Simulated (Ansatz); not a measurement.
# CH2BCl (SMILES C=BCl): single points off equilibrium

The task here is to estimate one member of a computed series from the others.

Computed with Ansatz 0.2.0, Gaussian basis. Level: single points in def2-TZVPP.

Correlated methods freeze the cores.

**Where the work starts**

5 atoms, charge 0, spin multiplicity 1.

Atoms are counted from 1 here; the program's logs count them from 0.

Bond lengths: C1–B2 1.351 Å, C1–H4 1.032 Å, C1–H5 1.039 Å, B2–Cl3 1.655 Å. Angles: B2–C1–H4 123.6°, B2–C1–H5 122.6°, H4–C1–H5 113.8°, C1–B2–Cl3 179.7°.

As a file:

```xyz
5
CH2BCl
C    -0.4487   -0.3925    0.2537
B     0.4861    0.4309   -0.2699
Cl    1.6279    1.4369   -0.9201
H    -1.2978   -0.6891   -0.2533
H    -0.3808   -0.7747    1.2178
```

Set-up of the first run:

run/in.yaml

```yaml
crystal:
  periodic: [false, false, false]
  atoms:
    - {symbol: C, position_ang: [-0.448700, -0.392500, 0.253700]}
    - {symbol: B, position_ang: [0.486100, 0.430900, -0.269900]}
    - {symbol: Cl, position_ang: [1.627900, 1.436900, -0.920100]}
    - {symbol: H, position_ang: [-1.297800, -0.689100, -0.253300]}
    - {symbol: H, position_ang: [-0.380800, -0.774700, 1.217800]}
basis:
  gaussian: {orbitals: def2-TZVPP}
correlation: {method: ccsd_t}
output: {forces: true}
```

No record of the launch command was kept for these runs.

Steps of the session up to this table: CCSD(T)/def2-TZVPP; PBE0-D4/def2-TZVPP; wB97M-V/def2-TZVPP; r2SCAN-D4/def2-TZVPP; PBE-D4/def2-TZVPP; wB97X-V/def2-TZVPP; CAM-B3LYP-D4/def2-TZVPP.

One table of the session follows, with a row left open; its other results are not shown here.

| method | RMS force component (eV/Å) | angle to CCSD(T) forces (°) | dipole (D) |
| --- | --- | --- | --- |
| CCSD(T) | 0.807 | reference | 0.81 |
| PBE0-D4 | 0.783 | 14.3 | 0.79 |
| wB97M-V | ? | ? | ? |
| r2SCAN-D4 | 0.777 | 12.8 | 0.78 |
| PBE-D4 | 0.882 | 10.6 | 0.79 |
| wB97X-V | 0.805 | 13.4 | 0.81 |
| CAM-B3LYP-D4 | 0.750 | 20.6 | 0.81 |

Estimate the missing values for wB97M-V.

**Answer.** RMS force component (eV/Å): 0.760; angle to CCSD(T) forces (°): 16.3; dipole (D): 0.87. In the column «RMS force component (eV/Å)» it lies between CAM-B3LYP-D4 (0.750) and r2SCAN-D4 (0.777).
